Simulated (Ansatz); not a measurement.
# C2H3ClF2: how energies converge with the basis set

One table from this session's results is given with a row withheld; the runs are named, their logs left out.

Method: one geometry, several basis sets; program: Ansatz 0.2.0, Gaussian basis.

Plan: PBE0-D4/def2-SVP; ωB97M-V/def2-SVP; PBE0-D4/def2-QZVPP; ωB97M-V/def2-QZVPP; the functionals' def2-TZVPP values are taken from earlier runs.

**The relaxed structure**

An earlier PBE0-D4 in a triple-zeta def2 set relaxation fixed the geometry.

8 atoms, charge 0, spin multiplicity 1.

Atoms are counted from 1 here; the program's logs count them from 0.

Bond lengths: F1–C2 1.374 Å, C2–C3 1.507 Å, C2–H6 1.092 Å, C2–H7 1.093 Å, C3–F4 1.355 Å, C3–Cl5 1.774 Å, C3–H8 1.091 Å. Angles: F1–C2–C3 109.0°, F1–C2–H6 109.1°, F1–C2–H7 109.2°, C3–C2–H6 109.8°, C3–C2–H7 109.7°, H6–C2–H7 110.2°, C2–C3–F4 110.3°, C2–C3–Cl5 108.5°, C2–C3–H8 112.4°, F4–C3–Cl5 109.5°, F4–C3–H8 108.5°, Cl5–C3–H8 107.6°.

The first run:

Contents of in.yaml:

```yaml
crystal:
  periodic: [false, false, false]
  atoms:
    - {symbol: F, position_ang: [-0.356146, -0.815176, 1.579405]}
    - {symbol: C, position_ang: [0.297988, 0.039241, 0.725045]}
    - {symbol: C, position_ang: [-0.320849, -0.068922, -0.644766]}
    - {symbol: F, position_ang: [-0.104595, -1.302200, -1.162605]}
    - {symbol: Cl, position_ang: [0.420901, 1.153876, -1.694188]}
    - {symbol: H, position_ang: [0.197488, 1.061249, 1.096639]}
    - {symbol: H, position_ang: [1.353196, -0.241448, 0.675269]}
    - {symbol: H, position_ang: [-1.395883, 0.116282, -0.630598]}
basis:
  gaussian: {orbitals: def2-SVP}
hamiltonian: {xc: pbe0, dispersion: d4}
output: {orbitals: {seedname: orbitals}}
```

Among the steps run: PBE0-D4 in def2-SVP; ωB97M-V in def2-SVP; PBE0-D4 in def2-QZVPP; ωB97M-V in def2-QZVPP.

One table of the session follows, with a row left open; its other results are not shown here.

It belongs to the step «Functionals by basis». 

```
functional       basis  HOMO (eV)  LUMO (eV)
   PBE0-D4    def2-SVP      -8.94       0.90
   PBE0-D4  def2-TZVPP      -9.11       0.35
   PBE0-D4  def2-QZVPP      -9.15       0.09
   ωB97M-V    def2-SVP     -11.23       3.14
   ωB97M-V  def2-TZVPP          ?          ?
   ωB97M-V  def2-QZVPP     -11.50       1.83
```

Estimate the missing values for ωB97M-V, def2-TZVPP.

**Answer.** HOMO (eV): -11.44; LUMO (eV): 2.45. In the column «HOMO (eV)» it lies between ωB97M-V, def2-QZVPP (-11.50) and ωB97M-V, def2-SVP (-11.23).
